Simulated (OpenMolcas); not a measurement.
**singlet BClF+: levels of theory compared**

Wanted: a comparison of 6 runs (HF/STO-3G, B3LYP/STO-3G, PBE0/STO-3G, SVWN5/STO-3G, ACPF/STO-3G, CISD/STO-3G) of singlet BClF+. 

Program for the calculation: OpenMolcas 26.06.

1 further run of the same task is left out (for a known fault of the program).

### 1 Starting point

BClF+: 3 atoms, total charge +1, spin state singlet. As SMILES of the parent species, `F[B]Cl`. Geometry: relaxed at GFN2-xTB. That shape belongs to the parent species and isn't relaxed for this state.

Bond lengths: F1–B2 1.321 Å, B2–Cl3 1.698 Å. Angles: F1–B2–Cl3 118.2°.

### 2 The energy at HF/STO-3G (run 1)

Contents of run.inp:

```
* BClF Hartree-Fock

&GATEWAY
 BasLib=$CurrDir
 Coord
 3
 angstrom
 F        0.525930       1.064250       0.395700
 B       -0.391190       0.306940      -0.178100
 Cl      -0.134740      -1.371190      -0.217610
 Basis=STO-3G
 Group=NoSym

&SEWARD

&SCF
 Charge=1
 Thresholds=1e-10 1e-07 1e-07 1e-05
 PrOrbitals=1 1
```

The basis set STO-3G is read from a file made from the Basis Set Exchange's data (not shown).

Started as:

```sh
$ export MOLCAS_MEM=1860
$ pymolcas run.inp > run.log
```

The log of the run:

```text
--- Start Module: gateway ---
[...]
--- Stop Module: gateway /rc=_RC_ALL_IS_WELL_ ---
--- Start Module: seward ---
[...]
      Basis functions           19
--- Stop Module: seward /rc=_RC_ALL_IS_WELL_ ---
--- Start Module: scf ---
[...]
       Convergence after  17 Iterations
[...]
::    Total SCF energy                               -576.7157554868
[...]
      Total spin, S                                     0.0000000000
[...]
      Total electronic charge=   30.000000
      Total            charge=    1.000000
[...]
      Dipole Moment (debye):
      Origin of the operator (angstrom)=    0.0150   -0.3748   -0.0316
                   X= -2.3893E+00               Y=  3.1644E+00               Z= -9.5130E-01           Total=  4.0776E+00
      Center of Charge (angstrom)
[...]
--- Stop Module: scf /rc=_RC_ALL_IS_WELL_ ---
[...]
```

Run time: 1.4 s. Hardware: 1 thread of Arm Neoverse V2, shared host; peak memory 0.37 GiB.

### 3 The energy at B3LYP/STO-3G (run 2)

Contents of run.input:

```
&GATEWAY
 BASLIB = $CurrDir
 COORD
 3
 angstrom
 F        0.525930       1.064250       0.395700
 B       -0.391190       0.306940      -0.178100
 Cl      -0.134740      -1.371190      -0.217610
 BASIS = STO-3G
 GROUP = NoSym

&SEWARD
 GRIDINPUT
 Grid=UltraFine
 End of Grid

&SCF
 CHARGE = 1
 KSDFT = B3LYP
 THRESHOLDS = 1e-10 1e-07 1e-07 1e-05
 PRORBITALS = 1 1
```

The basis set STO-3G is read from a file made from the Basis Set Exchange's data (not shown).

Started as:

```sh
$ export MOLCAS_MEM=1860
$ pymolcas run.input > run.log
```

The log of the run:

```text
--- Start Module: gateway ---
[...]
--- Stop Module: gateway /rc=_RC_ALL_IS_WELL_ ---
--- Start Module: seward ---
[...]
      Basis functions           19
--- Stop Module: seward /rc=_RC_ALL_IS_WELL_ ---
--- Start Module: scf ---
[...]
       Convergence after  16 Iterations
[...]
::    Total KS-DFT energy                            -577.8337441502
[...]
      Total spin, S                                     0.0000000000
[...]
      Total electronic charge=   30.000000
      Total            charge=    1.000000
[...]
      Dipole Moment (debye):
      Origin of the operator (angstrom)=    0.0150   -0.3748   -0.0316
                   X= -1.6214E+00               Y=  2.8376E+00               Z= -5.7254E-01           Total=  3.3179E+00
      Center of Charge (angstrom)
[...]
--- Stop Module: scf /rc=_RC_ALL_IS_WELL_ ---
[...]
```

Wall time 3.3 s (1 thread of Arm Neoverse V2, shared host); peak memory 0.37 GiB.

Runs 3 to 5 aren't shown in full; the table further down has their settings and results.

### 4 A single-point energy at CISD/STO-3G (run 6)

Contents of run.inp:

```
&gateway
baslib=$CurrDir
coord
3
angstrom
F        0.525930       1.064250       0.395700
B       -0.391190       0.306940      -0.178100
Cl      -0.134740      -1.371190      -0.217610
basis=STO-3G
group=NoSym
&seward
&scf
charge=1
thresholds=1e-10 1e-07 1e-07 1e-05
prorbitals=1 1
&motra
frozen=7
&guga
electrons=16
spin=1
inactive=8
active=0
ciall=1
&cpf
sdci
```

The basis set STO-3G is read from a file made from the Basis Set Exchange's data (not shown).

Started as:

```sh
$ export MOLCAS_MEM=1860
$ pymolcas run.inp > run.log
```

The log of the run:

```text
--- Start Module: gateway ---
[...]
--- Stop Module: gateway /rc=_RC_ALL_IS_WELL_ ---
[...]
      Basis functions           19
[...]
       Convergence after  17 Iterations
[...]
::    Total SCF energy                               -576.7157554868
[...]
      Total spin, S                                     0.0000000000
[...]
      *** WARNING: Default frozen orbitals is overwritten by user input.
      *** Default values:   7
[...]
--- Start Module: guga ---
[...]
--- Stop Module: guga /rc=_RC_ALL_IS_WELL_ ---
--- Start Module: cpf ---
[...]
      Active orbitals                            0       0
[...]
      Spin quantum number                      0.0
[...]
     FINAL CI ENERGY          -576.82502470
     FINAL CORRELATION ENERGY   -0.10926921  REFERENCE ENERGY    -576.71575549
[...]
     REL. CI ENERGY           -576.82502470
[...]
      Total electronic charge=   30.000000
      Total            charge=    1.000000
[...]
      Dipole Moment (debye):
      Origin of the operator (angstrom)=    0.0150   -0.3748   -0.0316
                   X= -1.4316E+00               Y=  2.9668E+00               Z= -4.5670E-01           Total=  3.3257E+00
      Quadrupole Moment (debye*angstrom):
[...]
--- Stop Module: cpf /rc=_RC_ALL_IS_WELL_ ---
[...]
```

Run time: 1.5 s. Hardware: 1 thread of Arm Neoverse V2, shared host; peak memory 0.37 GiB.

### 5 The series

```
run         level  integration grid  frozen core orbitals  energy (Eh)  HOMO energy (eV)  LUMO energy (eV)  HOMO–LUMO gap (eV)  wall time
  1     HF/STO-3G                 –                     –  -576.715755            -20.22             -7.01               13.21      1.4 s
  2  B3LYP/STO-3G         UltraFine                     –  -577.833744            -16.51            -11.37                5.14      3.3 s
  3   PBE0/STO-3G         UltraFine                     –  -577.597305            -16.82            -11.15                5.67      3.3 s
  4  SVWN5/STO-3G         UltraFine                     –  -575.408749            -15.33            -12.09                3.25      2.9 s
  5   ACPF/STO-3G                 –                     7  -576.834830            -20.22             -7.01               13.21      1.5 s
  6   CISD/STO-3G                 –                     7  -576.825025            -20.22             -7.01               13.21      1.5 s
```

### 6 What came out

| quantity | value |
| --- | --- |
| run 6: total energy | -576.82502 Eh |
| run 6: HOMO energy (Hartree–Fock orbitals) | -20.22 eV |
| run 6: LUMO energy (Hartree–Fock orbitals) | -7.01 eV |
| run 6: HOMO–LUMO gap (Hartree–Fock orbitals) | 13.21 eV |
| run 6: correlation energy (7 core orbitals frozen) | -109.3 mEh |

**Reading.** Below the HF energy at the same shape and in the same basis (STO-3G): ACPF -119.1 mEh; CISD -109.3 mEh. Over runs 1, 2, 3, 4 the HOMO–LUMO gap runs from 3.25 eV (SVWN5/STO-3G) to 13.21 eV (HF/STO-3G). Exact exchange widens orbital gaps. Totals of different functionals can't be ranked against each other. In runs 1, 2, 3, 4, 5, 6 the basis is minimal, so the values are rough. All runs together took 14 s, the longest 3.3 s.
